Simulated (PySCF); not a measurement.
Stepwise substitution at one centre (Si F-Cl). All species are isolated molecules in the gas phase. Strings in code marks are SMILES.

Quantity: redistribution energy (mixed species minus the weighted end members), in kJ/mol.

Level 1: B3LYP/6-31G* // PBE0-D3(BJ)/def2-TZVP (PySCF)
Level 2: BP86/6-31G* // PBE0-D3(BJ)/def2-TZVP (PySCF)
Level 3: M06-2X/6-31G* // PBE0-D3(BJ)/def2-TZVP (PySCF)
Level 4: PBE/6-31G* // PBE0-D3(BJ)/def2-TZVP (PySCF)

| species | level 1 | level 2 | level 3 | level 4 |
|---|---|---|---|---|
| 2 of 4 F replaced by Cl: `F[Si](F)(Cl)Cl` | -6.11 | -5.12 | -0.25 | -6.40 |
| 3 of 4 F replaced by Cl: `F[Si](Cl)(Cl)Cl` | -4.80 | -4.11 | 0.05 | -5.05 |
